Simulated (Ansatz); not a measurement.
# AlBH5N: the cost of one run

All numbers are computed with Ansatz 0.2.0 through its Python package. Level of theory: B3LYP/6-31G*.

### Step 1. The structure

Bond lengths: B1–N2 1.480 Å, N2–Al3 1.896 Å, B1–H4 1.130 Å, B1–H5 1.225 Å, N2–H6 1.044 Å, Al3–H7 1.629 Å, Al3–H8 1.546 Å. Angles: B1–N2–Al3 105.0°, B1–N2–H6 108.6°, Al3–N2–H6 108.0°, N2–B1–H4 122.1°, N2–B1–H5 120.6°, H4–B1–H5 115.7°, N2–Al3–H7 118.4°, N2–Al3–H8 120.5°, H7–Al3–H8 114.2°.

The script holds or builds the structure itself.

### Step 2. Script

Contents of albh5n_torsion.py:

```python
"""Energy of AlBH5N as one group turns about a bond."""

import ansatz as az
from ase import Atoms

atoms = Atoms(["B", "N", "Al", "H", "H", "H", "H", "H"], positions=[
    (-0.6804, 0.7855, -0.7018),
    (0.1838, 0.8034, 0.4996),
    (0.9481, -0.9303, 0.5786),
    (-1.5846, 0.1126, -0.7818),
    (-0.607, 1.6785, -1.5369),
    (-0.4196, 0.9287, 1.3425),
    (2.1635, -1.2879, -0.4455),
    (0.0884, -2.1477, 0.9896),
])

# start the scan from a relaxed geometry
first = az.Crystal.molecule_from_ase(atoms).calculation()
first = first.basis(gaussian="6-31G*")
first = first.functional("b3lyp")
first = first.relax(force_tolerance=0.02, max_steps=80)
atoms.positions = first.run().report["positions_ang"]

start = atoms.get_dihedral(0, 1, 2, 6)
energies = {}
for turn in range(0, 360, 40):
    turned = atoms.copy()
    turned.set_dihedral(0, 1, 2, 6, start + turn, indices=[2, 6, 7])
    model = (
        az.Crystal.molecule_from_ase(turned).calculation()
        .basis(gaussian="6-31G*")
        .functional("b3lyp")
    )
    energies[round((start + turn) % 360)] = model.run().report["free_energy_ev"]
floor = min(energies.values())
print("dihedral B0-N1-Al2-H6 (deg)   E - E(min) (kJ/mol)")
for angle, e in sorted(energies.items()):
    print(f"{angle:8d} {96.485332 * (e - floor):14.3f}  " + "#" * int(30 * (e - floor) / max(max(energies.values()) - floor, 1e-9)))
```

### Step 3. What the engine is handed

The engine receives this input (first run):

```yaml
crystal:
  periodic: [false, false, false]
  atoms:
    - { symbol: B, position_ang: [-0.6804, 0.7855, -0.7018] }
    - { symbol: "N", position_ang: [0.1838, 0.8034, 0.4996] }
    - { symbol: Al, position_ang: [0.9481, -0.9303, 0.5786] }
    - { symbol: H, position_ang: [-1.5846, 0.1126, -0.7818] }
    - { symbol: H, position_ang: [-0.607, 1.6785, -1.5369] }
    - { symbol: H, position_ang: [-0.4196, 0.9287, 1.3425] }
    - { symbol: H, position_ang: [2.1635, -1.2879, -0.4455] }
    - { symbol: H, position_ang: [0.0884, -2.1477, 0.9896] }
basis:
  gaussian:
    orbitals: "6-31G*"
hamiltonian:
  xc: b3lyp
relax:
  f_tol: 0.02
  max_steps: 80
```

### Step 4. Launch

Run with:

```
python albh5n_torsion.py
```

**Question.** How long does this script take on 1 thread of Arm Neoverse V1, shared host, and how much memory does it need?

About 42 s, with a peak of 0.2 GiB.
